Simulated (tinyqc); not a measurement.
Worked calculation: Hueckel theory of the pi electrons, for the molecule C=NC(=C)C=O (SMILES; centres numbered as the heavy atoms are written). One step of it, computed by the program tinyqc.

Problem. Orbitals. Diagonalise; E = alpha + x beta with beta < 0, so the largest x are filled first; degenerate levels share their electrons. P = sum n_i c_ri c_si; each orbital has its largest coefficient positive (the first on a tie).

Hueckel matrix in units of beta (H = alpha + beta A), lower triangle:
```
          1C        2N        3C        4C        5C        6O
1C  0.000000
2N  0.880000  0.430000
3C  0.000000  0.880000  0.000000
4C  0.000000  0.000000  1.000000  0.000000
5C  0.000000  0.000000  1.000000  0.000000  0.000000
6O  0.000000  0.000000  0.000000  0.000000  1.000000  1.120000
```

pi electrons, sum of z_r less the charge = 6

Give: x values; occupations; coefficients; charge and bond-order matrix P.

Solution.

x values: 2.0720  1.4698  0.7191  -0.3060  -0.6636  -1.7413

occupations: 2.0000  2.0000  2.0000  0.0000  0.0000  0.0000

coefficients:
```
       MO1      MO2      MO3      MO4      MO5      MO6
1C  0.1508  -0.3213  -0.5261   0.2912   0.6948   0.1723
2N  0.3552  -0.5367  -0.4299  -0.1013  -0.5239  -0.3409
3C  0.5119  -0.3129   0.3849  -0.2065  -0.0437   0.6689
4C  0.2470  -0.2129   0.5353   0.6747   0.0658  -0.3841
5C  0.5010   0.2253   0.1198  -0.5224   0.4242  -0.4806
6O  0.5263   0.6440  -0.2988   0.3663  -0.2378   0.1680
```

charge and bond-order matrix P, lower triangle:
```
         1C       2N       3C       4C      5C      6O
1C   0.8057
2N   0.9045   1.1981
3C  -0.0496   0.3685   1.0162
4C  -0.3520  -0.0563   0.7982   0.7858
5C  -0.1197   0.0111   0.4642   0.2799  0.6323
6O   0.0593  -0.0605  -0.0942  -0.3340  0.7460  1.5620
```
